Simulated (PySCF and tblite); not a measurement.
Results of a calculation; reference values are marked as such.
Stationary points of C₄H₉NO at PBE0-D3(BJ)/def2-SVP, in Å:

Structure A

```
 1 C     1.830    0.175    0.083
 2 C     0.657   -0.660   -0.406
 3 N    -0.632   -0.184    0.038
 4 C    -1.149    1.050   -0.497
 5 C    -1.366   -0.878    0.950
 6 O    -2.446   -0.551    1.386
 7 H     1.775    1.211   -0.282
 8 H     1.857    0.204    1.183
 9 H     2.780   -0.251   -0.273
10 H     0.661   -0.706   -1.511
11 H     0.765   -1.698   -0.053
12 H    -2.161    1.189   -0.096
13 H    -0.532    1.915   -0.205
14 H    -1.193    1.010   -1.599
15 H    -0.849   -1.819    1.262
```

Structure B

```
 1 C     1.764    0.291   -0.377
 2 C     0.724   -0.750   -0.009
 3 N    -0.627   -0.220    0.154
 4 C    -0.944    1.177   -0.023
 5 C    -1.627   -1.079    0.485
 6 O    -2.791   -0.790    0.654
 7 H     1.540    0.780   -1.336
 8 H     1.861    1.070    0.393
 9 H     2.743   -0.200   -0.476
10 H     0.717   -1.533   -0.787
11 H     1.036   -1.245    0.927
12 H    -2.021    1.282    0.159
13 H    -0.402    1.818    0.690
14 H    -0.723    1.526   -1.044
15 H    -1.252   -2.127    0.592
```

Level: PBE0/pcSseg-1 + D3(BJ), IEF-PCM cyclohexane on PBE0-D3(BJ)/def2-SVP stationary points, with GFN2-xTB thermal terms.

Question: Which structure is a saddle point, and along which motion?

Answer: B: one imaginary mode (110i cm⁻¹ at GFN2-xTB, mostly on C2, C1, H10), along the rotation about the C2–N3 bond (torsion C1–C2–N3–C4 from 70° to -70°, falling).

Question: Give their symmetry and energies above the lowest.

Answer: A C1, 0.0 kcal/mol; B Cs, 4.3 kcal/mol.
